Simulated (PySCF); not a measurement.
Gas-phase reaction: SiCl = Si + Cl

Energies from PySCF, thermal terms from the rigid-rotor harmonic-oscillator model, ideal gas at 1 bar. The comparison is the NASA 1993 polynomial table, which mixes measured and estimated data. After a fit of one offset per element over all species, the range-separated, M06-2X, PBE0/def2-QZVP and CCSD(T)/def2-TZVPP enthalpies, where run, lie to one side of the table for SiCl (-55 kJ/mol): a fault of the table's entry, another state or a shared error of the levels is possible; this was not checked at source. † marks an energy on the PBE0/def2-TZVP geometry and frequencies; other levels use their own. 6-31G* has spherical d functions here. Open shells (unrestricted): SiCl (multiplicity 2, electronic degeneracy 4), Si (multiplicity 3, electronic degeneracy 9), Cl (multiplicity 2, electronic degeneracy 6). Spin-orbit splitting is ignored; it lowers the true energy and changes the entropy of SiCl, Si, Cl. For this reaction the table lies outside the span of B3LYP, CCSD(T), M06-2X, MP2, PBE0, r2SCAN, ωB97M-V, ωB97X-V in their largest bases here; which side is off was not settled. The harmonic model lacks anharmonicity and excited electronic states, which grow with temperature; levels with a mode under 35 cm⁻¹ are left out. The table's entry may be an old estimate for SiCl (not checked at source).

```tsv
level	ΔH°(298 K), kJ	minus table	ΔG°(1600 K), kJ
table	373.0	-	210.8
BLYP/def2-TZVP†	423.4	50.4	258.4
HF/6-31G*	274.6	-98.4	110.0
M06-2X/def2-TZVP†	438.5	65.5	273.5
PBE/def2-SVP	437.3	64.3	273.0
PBE0/def2-SVP†	418.6	45.6	253.6
PBE0/def2-TZVP	429.5	56.5	264.5
r2SCAN/def2-TZVP†	434.1	61.1	269.1
```
